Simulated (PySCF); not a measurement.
Si2, SMILES [Si]=[Si] (connectivity only; charge and spin as stated), neutral, multiplicity 3. Atoms are numbered in the order given.

```xyz
2

Si     0.0000     0.0000    -1.1263
Si     0.0000     0.0000     1.1263
```
Charge 0, spin multiplicity 3.

Geometry optimised at PBE0-D3(BJ)/def2-TZVPD.

Calculation: PBE0/pcH-1 in PySCF.

Unrestricted Kohn–Sham, ⟨S²⟩ = 2.006. Hyperfine tensors hold the contact and dipolar terms, without spin-orbit corrections.

Q: Estimate the hyperfine couplings. (The exact figures need the calculation; the answer reports its results.)

A: 
```json
[
 {"nucleus": "29Si no. 1", "A(iso) (MHz)": "17.4", "A(iso) (G)": "6.2", "dipolar principal values (MHz)": "-24.7, -24.7, 49.4"},
 {"nucleus": "29Si no. 2", "A(iso) (MHz)": "17.4", "A(iso) (G)": "6.2", "dipolar principal values (MHz)": "-24.7, -24.7, 49.4"}
]
```
